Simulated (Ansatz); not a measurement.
# Two structures, one formula

Two isomers of C2H5S, doublet, relaxed at PBE0-D4/def2-TZVP (vibrations not checked).

A:

C1  (-0.448, 0.584, -0.323)
C2  (0.315, -0.600, 0.235)
S3  (1.915, -0.224, 0.937)
H4  (-1.411, 0.265, -0.731)
H5  (0.117, 1.069, -1.121)
H6  (-0.634, 1.328, 0.453)
H7  (0.489, -1.367, -0.529)
H8  (-0.252, -1.112, 1.023)
(Å)

B:

```xyz
8
angstrom
C -0.5111 0.3391 -0.8695
C 0.6211 0.1479 0.0399
S 0.0629 -0.3088 1.7422
H -1.1240 1.2280 -0.7944
H -0.8811 -0.4863 -1.4648
H 1.1784 1.0724 0.2080
H 1.3201 -0.6139 -0.3044
H -0.5741 -1.4356 1.3873
```

Program: Ansatz 0.2.0. Basis: def2-TZVPP. Cores are frozen in the correlated methods; orbitals are unrestricted. B3LYP uses VWN-RPA correlation.

Question: Which structure is lower at CCSD(T), and by how much? (Judge from chemistry; the value comes from the calculation.)

Answer: Computed: A, by 16.43 kcal/mol (electronic energy, against the other). By their contacts, A is C₂H₅S ([CH3][CH2][S]) and B is C₂H₅S ([CH2][CH2][SH]).

All methods give the same order:

```csv
method,E(B) − E(A) (kcal/mol)
PBE-D4,14.35
r2SCAN-D4,13.17
PBE0-D4,15.17
B3LYP-D4,15.40
wB97M-V,15.87
HF,16.63
MP2,16.89
CCSD,16.75
CCSD(T),16.43
```

The T1 diagnostic stays at or below 0.014. ⟨S²⟩ of the unrestricted Hartree–Fock references: 0.76 to 0.77 (a pure state has 0.75).

Labels in which every atom is bracketed show which atoms are joined, not bond orders.
